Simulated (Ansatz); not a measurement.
A displaced shape of singlet CH₃Cl:

```xyz
5

C     0.0492   -0.0039   -1.1115
Cl   -0.0238    0.0320    0.6259
H     0.0162   -1.0678   -1.5142
H    -0.8477    0.5190   -1.4786
H     0.9417    0.5312   -1.4586
```

It was optimised with PBE0/def2-SVP in Ansatz (development build ahead of 0.2.0) to forces under 0.001 eV/Å, with restricted orbitals. Each step stands on the lowest determinant of that kind that the program's search found.

(1) What shape does it relax to, and how does the optimisation go?

## Answers

(1)

```yaml
atoms:
  - { symbol: C, position_ang: [0.0304, 0.0017, -1.1269] }
  - { symbol: Cl, position_ang: [-0.0116, 0.0069, 0.6479] }
  - { symbol: H, position_ang: [0.0318, -1.0359, -1.4831] }
  - { symbol: H, position_ang: [-0.8549, 0.5251, -1.5087] }
  - { symbol: H, position_ang: [0.9400, 0.5128, -1.4662] }
```

Bond lengths: C1–Cl2 1.775 Å, C1–H3 1.097 Å, C1–H4 1.097 Å, C1–H5 1.097 Å. Angles: Cl2–C1–H3 109.1°, Cl2–C1–H4 109.1°, Cl2–C1–H5 109.1°, H3–C1–H4 109.8°, H3–C1–H5 109.8°, H4–C1–H5 109.8°.

| step | E − E(start) (eV) | largest force (eV/Å) |
| --- | --- | --- |
| 1 | 0.0000 | 1.1680 |
| 2 | -0.0476 | 0.6156 |
| 3 | -0.0536 | 0.1848 |
| 4 | -0.0543 | 0.0315 |
| 5 | -0.0543 | 0.0037 |
| 6 | -0.0543 | 0.0011 |
| 7 | -0.0543 | 0.0000 |

The optimisation ended after 7 steps with its threshold met.
